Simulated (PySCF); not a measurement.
Which basis set comes closest?

Molecule: SMILES C=C=C, C₃H₄.

Geometry:
| atom | x (Å) | y (Å) | z (Å) |
| --- | --- | --- | --- |
| C1 | 1.304 | 0.162 | -0.122 |
| C2 | 0.013 | -0.015 | -0.010 |
| C3 | -1.278 | -0.192 | 0.103 |
| H4 | 1.898 | -0.425 | -0.831 |
| H5 | 1.829 | 0.903 | 0.489 |
| H6 | -1.983 | 0.381 | -0.509 |
| H7 | -1.692 | -0.916 | 0.812 |

Geometry PBE0-D3(BJ)/def2-SVP throughout; GIAO in PySCF 2.14, gas phase, one conformer, non-relativistic; equivalent atoms averaged; functional PBE0.

Reference values (CCSD(T)/pz3d2f; gas (isolated, no vibration); A. A. Auer, PhD thesis, Mainz 2002 (Auer, Gauss, Stanton, JCP 2003, 118, 10407)): σ(C1/C3) = 119.6 ppm, σ(C2) = -23.7 ppm.

Problem. How do the basis sets STO-3G, 6-31G, pcSseg-0, 6-31G*, def2-SVP, cc-pVDZ, pcSseg-1, 6-311+G(2d,p), aug-cc-pVDZ, def2-TZVP, IGLO-III, cc-pVTZ, pcSseg-2 perform against the reference? Times are CPU seconds on shared hosts with different chips, so compare them loosely.

Solution. 
```csv
basis set,functions,C1/C3,C2,mean abs. error C,core-s
STO-3G,19,157.3,56.8,59.1,1
6-31G,35,126.4,-8.4,11.1,1.8
pcSseg-0,35,110.4,-38.2,11.8,1.5
6-31G*,50,121.8,-10.0,8.0,2.2
def2-SVP,62,120.5,-18.4,3.1,2.4
cc-pVDZ,62,122.8,-15.4,5.8,2.4
pcSseg-1,71,105.8,-43.0,16.5,3.9
"6-311+G(2d,p)",105,110.7,-37.7,11.4,4.1
aug-cc-pVDZ,105,123.0,-15.4,5.9,3.6
def2-TZVP,117,110.4,-38.9,12.2,5.1
IGLO-III,145,105.5,-46.8,18.6,5.3
cc-pVTZ,146,111.4,-36.8,10.6,5.5
pcSseg-2,164,105.1,-48.2,19.5,8.3
```

For $^{13}$C the closest is def2-SVP (3.1 ppm) and the furthest STO-3G (59.1 ppm). Where a smaller basis beats a larger one, errors probably cancel; the largest sets show where the functional converges. One molecule is a small sample, and the reference may use another geometry.

A small basis that lands close on one nucleus may do so by chance; judge by the trend and by all nuclei.
